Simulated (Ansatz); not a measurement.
B2H6Si, SMILES `BB[SiH3]`, relaxed with RKS PBE-D4/def2-SVP in the Gaussian-basis code of Ansatz from a rough embedded geometry. The force threshold is 0.03 eV/Å; the program also tests the step.

Total charge 0; spin multiplicity 1.

Start:

```xyz
9

B     1.232   -1.043   -0.479
B     0.267   -0.381    0.614
Si   -1.008    0.930    0.021
H     1.192   -0.763   -1.566
H     2.072   -1.888   -0.141
H     0.332   -0.705    1.765
H    -1.945    0.349   -0.934
H    -1.834    1.379    1.241
H    -0.310    2.123   -0.521
```

```json
{"step": "1", "energy (eV)": "-9314.0584", "largest force (eV/Å)": "2.822", "largest move (Å)": "0.000"}
{"step": "2", "energy (eV)": "-9314.5848", "largest force (eV/Å)": "0.695", "largest move (Å)": "0.191"}
{"step": "3", "energy (eV)": "-9314.6376", "largest force (eV/Å)": "0.250", "largest move (Å)": "0.062"}
{"step": "4", "energy (eV)": "-9314.7158", "largest force (eV/Å)": "0.378", "largest move (Å)": "0.200"}
{"step": "5", "energy (eV)": "-9314.9025", "largest force (eV/Å)": "0.645", "largest move (Å)": "0.200"}
{"step": "6", "energy (eV)": "-9315.1060", "largest force (eV/Å)": "0.569", "largest move (Å)": "0.195"}
{"step": "7", "energy (eV)": "-9315.3023", "largest force (eV/Å)": "0.588", "largest move (Å)": "0.195"}
{"step": "8", "energy (eV)": "-9315.4126", "largest force (eV/Å)": "0.205", "largest move (Å)": "0.200"}
{"step": "9", "energy (eV)": "-9315.4641", "largest force (eV/Å)": "0.135", "largest move (Å)": "0.200"}
{"step": "10", "energy (eV)": "-9315.4805", "largest force (eV/Å)": "0.176", "largest move (Å)": "0.200"}
{"step": "11", "energy (eV)": "-9315.4826", "largest force (eV/Å)": "0.287", "largest move (Å)": "0.092"}
{"step": "12", "energy (eV)": "-9315.4886", "largest force (eV/Å)": "0.052", "largest move (Å)": "0.041"}
{"step": "13", "energy (eV)": "-9315.4899", "largest force (eV/Å)": "0.143", "largest move (Å)": "0.064"}
{"step": "14", "energy (eV)": "-9315.4940", "largest force (eV/Å)": "0.108", "largest move (Å)": "0.057"}
{"step": "15", "energy (eV)": "-9315.4959", "largest force (eV/Å)": "0.102", "largest move (Å)": "0.109"}
{"step": "16", "energy (eV)": "-9315.4974", "largest force (eV/Å)": "0.081", "largest move (Å)": "0.011"}
{"step": "17", "energy (eV)": "-9315.4987", "largest force (eV/Å)": "0.051", "largest move (Å)": "0.041"}
{"step": "18", "energy (eV)": "-9315.5001", "largest force (eV/Å)": "0.034", "largest move (Å)": "0.084"}
{"step": "19", "energy (eV)": "-9315.5005", "largest force (eV/Å)": "0.038", "largest move (Å)": "0.111"}
{"step": "20", "energy (eV)": "-9315.5009", "largest force (eV/Å)": "0.042", "largest move (Å)": "0.032"}
{"step": "21 (rejected)", "energy (eV)": "-9315.5007", "largest force (eV/Å)": "0.055", "largest move (Å)": "0.016"}
{"step": "22", "energy (eV)": "-9315.5011", "largest force (eV/Å)": "0.011", "largest move (Å)": "0.007"}
```

End:

```xyz
9

B     1.322   -0.953   -0.362
B    -0.026   -0.849    0.509
Si   -0.906    0.943    0.068
H     1.325   -1.367   -1.512
H     2.368   -0.451    0.022
H    -0.605   -1.535    1.327
H    -2.310    0.689   -0.421
H    -0.976    1.755    1.339
H    -0.192    1.767   -0.970
```

Hardware: 2 threads of an INTEL XEON PLATINUM 8581C on a shared host. Wall time 14 s, peak host memory 0.16 GiB.
